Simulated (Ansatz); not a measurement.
C3H6, SMILES `C[C]C` (near-degenerate triplet) (charge 0, multiplicity 3). This triplet lies within 0.05 eV of the relaxed singlet at the level frozen-core CCSD(T)/cc-pVTZ // B3LYP-D3(BJ)/def2-TZVP (Ansatz, an electronic-structure program).

The numbers are results of Ansatz with PBE0/cc-pVTZ // B3LYP-D3(BJ)/def2-TZVP, not measurements.

Ansatz 0.2 input:
```yaml
crystal:
  periodic: [false, false, false]
  atoms:
    - { symbol: C, position_ang: [-1.342675, -0.071611, 0.01652] }
    - { symbol: C, position_ang: [-0.014289, -0.243135, -0.572223] }
    - { symbol: C, position_ang: [1.340669, 0.037483, -0.096841] }
    - { symbol: H, position_ang: [-1.551951, 0.981787, 0.26071] }
    - { symbol: H, position_ang: [-1.457618, -0.64737, 0.948375] }
    - { symbol: H, position_ang: [-2.128989, -0.404986, -0.665405] }
    - { symbol: H, position_ang: [2.091329, -0.23576, -0.842696] }
    - { symbol: H, position_ang: [1.484542, 1.105594, 0.130108] }
    - { symbol: H, position_ang: [1.578984, -0.522, 0.821449] }
basis:
  gaussian: { orbitals: cc-pVTZ }
hamiltonian:
  xc: pbe0
magnetization:
  spin_polarized: true
  initial_magnetization: 2
```

Output:

```
Functional definition: PBE0
879 factors; their error is unknown
mean field evaluation 1: about -3196.2028 eV, gradient 3.7e1 eV
mean field evaluation 2: about -3195.7468 eV, gradient 3.7e1 eV
mean field evaluation 4: about -3202.5667 eV, gradient 1.1e0 eV
mean field evaluation 8: about -3202.5651 eV, gradient 2.1e-1 eV
mean field -3202.56524716 eV, -117.6921020563 hartree, gradient 7.6e-5 eV, S^2 2.008317; 0 other end points of the search recorded, 0 dependent functions left out
reference -3202.56527551 eV, -117.6921030983 hartree; 13, 11 occupied and 161, 163 virtual orbitals, 879 factors
Total energy: -3202.56527551 eV, -117.6921030983 hartree
```
